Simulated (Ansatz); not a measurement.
in.yaml

```yaml
crystal:
  periodic: [false, false, false]
  atoms:
    - {symbol: Al, position_ang: [0.000000, 0.000000, 0.000000]}
    - {symbol: N, position_ang: [0.000000, 0.000000, 2.288000]}
basis:
  gaussian: {orbitals: 6-31G}
magnetization: {spin_polarized: false}
correlation: {method: mp2, electrons: outside_noble_gas}
accuracy: high
output: {forces: true}
```

```sh
$ ansatz run in.yaml --threads 1 --pin off --events-out ev --progress --plain --max-ram 2393MiB
```

Log:

```
466 factors; integrals over basis functions are off by at most 2.7e-9 eV
mean field evaluation 1: about -8049.6285 eV, gradient 4.1e1 eV
mean field evaluation 2: about -8049.6290 eV, gradient 4.2e1 eV
mean field evaluation 4: about -8056.4480 eV, gradient 6.4e0 eV
mean field evaluation 8: about -8056.9950 eV, gradient 2.1e-1 eV
mean field evaluation 16: about -8057.1222 eV, gradient 9.9e-1 eV
mean field evaluation 32: about -8056.5866 eV, gradient 8.4e0 eV
mean field evaluation 64: about -8050.3219 eV, gradient 5.6e-9 eV
mean field evaluation 96: about -8056.9971 eV, gradient 7.2e-2 eV
mean field evaluation 128: about -8050.3219 eV, gradient 7.3e-7 eV
mean field evaluation 160: about -8057.9857 eV, gradient 8.0e0 eV
mean field evaluation 192: about -8058.4387 eV, gradient 2.1e-8 eV
mean field -8058.43871450 eV, -296.1421605519 hartree, gradient 2.1e-8 eV, S^2 0.000000; 12 other end points of the search recorded, 0 dependent functions left out; unrestricted orbitals would lower it
unrestricted determinant -8060.10559532 eV, -296.2034172924 hartree, S^2 1.0000
6 core orbitals not correlated: weight in the atoms' cores, before any rotation towards them, 1.000 or more for the frozen orbitals, at most 0.000 for the correlated occupied ones
reference -8058.43871450 eV, -296.1421605519 hartree; 4, 4 occupied and 12, 12 virtual orbitals, 466 factors
second order -2.76800176 eV of doubles, -0.00000000 eV of singles
the calculation of the forces begins
Total energy: -8061.20671626 eV, -296.2438827405 hartree
Atom 0 at     0.000000     0.000000     0.000000 Å, force    -0.000000    -0.000000     1.930010 eV/Å
Atom 1 at     0.000000     0.000000     2.288000 Å, force     0.000000    -0.000000    -1.930010 eV/Å
Dipole moment:    -0.000000     0.000000    -0.531590 e Å
```

Forces (eV/Å):
```
Al   0.000  0.000  1.930
N    0.000  0.000 -1.930
```

Ran on 1 thread of AMD EPYC 7B13, shared host: 0.64 s wall, 0.16 GiB peak host memory.
